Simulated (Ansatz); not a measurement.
Ansatz (a first-principles code) input (HSE06/def2-TZVPD):

Ansatz 0.2 input:
```yaml
crystal:
  periodic: [false, false, false]
  atoms:
    - {symbol: C, position_ang: [0.20259228, 0.09912095, 1.44002477]}
    - {symbol: C, position_ang: [-0.00343710, 0.12720683, 0.06465403]}
    - {symbol: H, position_ang: [0.33610835, 1.01027003, 2.01483663]}
    - {symbol: H, position_ang: [0.26267791, -0.84089184, 1.97627442]}
    - {symbol: C, position_ang: [-0.11172426, 1.22219079, -0.78632518]}
    - {symbol: H, position_ang: [-0.00790611, 2.23945213, -0.42186803]}
    - {symbol: H, position_ang: [-0.27739402, 1.08881405, -1.84913382]}
    - {symbol: C, position_ang: [-0.08717194, -1.23676983, -0.61157471]}
    - {symbol: H, position_ang: [-0.49909775, -1.98965260, 0.06786304]}
    - {symbol: H, position_ang: [-0.72089881, -1.19714553, -1.50318625]}
    - {symbol: H, position_ang: [0.90495651, -1.58133872, -0.92545946]}
basis:
  gaussian:
    orbitals: def2-TZVPD
hamiltonian:
  xc: {name: HSE06}
total_charge: -1
output: {forces: true}
```

End of the output:

```
integrals: 0.12 GiB planned
1053 factors; their error is unknown
integrals: 0.15 GiB planned
173 factors; integrals over basis functions are off by at most 5.3e-7 eV
mean field: 1.20 GiB planned
mean field evaluation 1: about -4250.0021 eV, gradient 5.2e1 eV
mean field evaluation 2: about -4224.9870 eV, gradient 8.7e1 eV
mean field evaluation 4: about -4256.6173 eV, gradient 7.6e0 eV
mean field evaluation 8: about -4256.7936 eV, gradient 3.3e-1 eV
mean field evaluation 16: about -4256.7803 eV, gradient 6.2e-4 eV
mean field -4256.78033373 eV, -156.4337919152 hartree, gradient 2.4e-5 eV, S^2 0.000000; 0 other end points of the search recorded, 0 dependent functions left out
the calculation of the forces begins
reference -4256.78038136 eV, -156.4337936656 hartree; 16, 16 occupied and 195, 195 virtual orbitals, 1053 factors
Total energy: -4256.78038136 eV, -156.4337936656 hartree
Atom 0 at     0.202592     0.099121     1.440025 Å, force    -0.006590     0.018666    -0.147717 eV/Å
Atom 1 at    -0.003437     0.127207     0.064654 Å, force    -0.016026    -0.106312    -0.051366 eV/Å
Atom 2 at     0.336108     1.010270     2.014837 Å, force     0.001026     0.047598     0.028711 eV/Å
Atom 3 at     0.262678    -0.840892     1.976274 Å, force     0.002700    -0.061989     0.021538 eV/Å
Atom 4 at    -0.111724     1.222191    -0.786325 Å, force     0.028431    -0.106466     0.100343 eV/Å
Atom 5 at    -0.007906     2.239452    -0.421868 Å, force    -0.000047     0.051434     0.021107 eV/Å
Atom 6 at    -0.277394     1.088814    -1.849134 Å, force    -0.009085    -0.019881    -0.061936 eV/Å
Atom 7 at    -0.087172    -1.236770    -0.611575 Å, force    -0.009932     0.168377     0.086339 eV/Å
Atom 8 at    -0.499098    -1.989653     0.067863 Å, force    -0.007951    -0.016289     0.030393 eV/Å
Atom 9 at    -0.720899    -1.197146    -1.503186 Å, force    -0.016257     0.013388    -0.028438 eV/Å
Atom 10 at     0.904957    -1.581339    -0.925459 Å, force     0.033733     0.011473     0.001025 eV/Å
Dipole moment:    -0.017596    -0.475383    -0.237320 e Å
```

It need not be the lowest isomer of its formula. Whether it binds its extra electron was not tested at this geometry.
